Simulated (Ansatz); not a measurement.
## CoO: frozen-core PAW against all-electron methods

```yaml
crystal:
  lattice:
    - [0.00000, 2.12378, 2.12378]
    - [2.12378, 0.00000, 2.12378]
    - [2.12378, 2.12378, 0.00000]
  atoms:
    - { symbol: Co, position: [0.00000, 0.00000, 0.00000] }
    - { symbol: O, position: [0.50000, 0.50000, 0.50000] }
```

Atoms are numbered in the order listed.

The cell was built from the rocksalt type and relaxed in the same program, and has space group Fm-3m; it needn't be a known or the stable phase.

Semilocal functionals without U often leave such compounds metallic or with too small a gap, and the real magnetic order may differ.

Other magnetic orders may lie lower; this is the state that the run reached.

Methods: DFT, PBE, PAW with Ansatz's default frozen-core files, scalar-relativistic (Ansatz 0.2.0); DFT, PBE, all-electron LAPW, scalar-relativistic (Ansatz 0.2.0).

For PAW: a Γ-centred 13×13×13 k mesh, Fermi–Dirac smearing of 0.08 eV, cutoff 420 eV, spin-polarised from start moments Co1 2 μB. LAPW targets a basis error of 0.25 meV/atom. The Ansatz runs share mesh, smearing and spin set-up. Plane-wave (PAW) pressures include the program's estimate of the Pulay term.

Stress and pressure are positive in compression.

| method | moment of the cell (μB) | site moments (μB) | symmetry operations kept | pressure (GPa) |
| --- | --- | --- | --- | --- |
| PAW | 2.88 | Co1 2.45, O2 0.30 | 48 | -0.01 |
| LAPW | 2.87 | Co1 2.55, O2 0.30 | 48 | -0.07 |

Q: Can the differences be read as the error of the PAW files?

A: Yes, as far as these numbers show: moments and symmetry agree, so the runs reached one state, and PAW's pressure is off by +0.06 GPa.
